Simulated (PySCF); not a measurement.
Compound: C3H6S.
Numbering: `[CH3:1][C@H:2]1[CH2:3][S:4]1` (hydrogens: H5, H6, H7 on C1; H8 on C2; H9, H10 on C3)

Theory: core-valence-separated Tamm–Dancoff BHandHLYP/aug-pcX-1 (pcseg-1 on H, def2-SVPD on S) in PySCF, non-relativistic, gas phase, PBE0-D3(BJ)/def2-SVP geometry. The energies are unshifted.

Problem. Give energies, oscillator strengths and core holes at the C K edge.

Solution. 
| E (eV) | f | core hole on | main final orbital |
| --- | --- | --- | --- |
| 284.68 | 0.0493 | C3 | spread |
| 284.82 | 0.0653 | C2 | LUMO+4 (38 %) |
| 285.58 | 0.0111 | C1 | LUMO+1 (60 %) |
| 285.96 | 0.0158 | C1 | LUMO (39 %) |
| 286.33 | 0.0282 | C1 | LUMO+4 (30 %) |
| 286.58 | 0.0106 | C1 | LUMO+2 (41 %) |
| 286.73 | 0.0141 | C3 | LUMO (47 %) |
| 286.84 | 0.0194 | C2 | LUMO+1 (36 %) |
| 287.05 | 0.0267 | C3 | spread |
| 287.06 | 0.0102 | C1 | spread |
| 287.35 | 0.0033 | C3 | LUMO+3 (37 %) |
| 287.41 | 0.0044 | C1 | LUMO+3 (32 %) |
| 287.50 | 0.0049 | C2 | LUMO (43 %) |
| 287.72 | 0.0050 | C1 | spread |
| 287.82 | 0.0072 | C1 | spread |

The first line with a tenth or more of the strongest one's intensity is at 284.68 eV (f = 0.049), with the hole on C3 (sp3 carbon bound to sulfur). The strongest listed is at 284.82 eV (f = 0.065; C2).

Roots within 0.03 eV whose holes lie on the same, on equivalent or on shared atoms are summed into one line, and the highest roots are left out, as the search may have cut off their partners. Final orbitals are the ground state's empty Kohn–Sham orbitals.

Problem. What is the summed oscillator strength of the listed C K lines, and their intensity-weighted mean energy?

Solution. Σf = 0.276 over 15 lines from 284.68 to 287.82 eV; the weighted mean is 285.90 eV. The strongest line holds 24 % of the sum.

Only the lowest roots of each edge were sought.
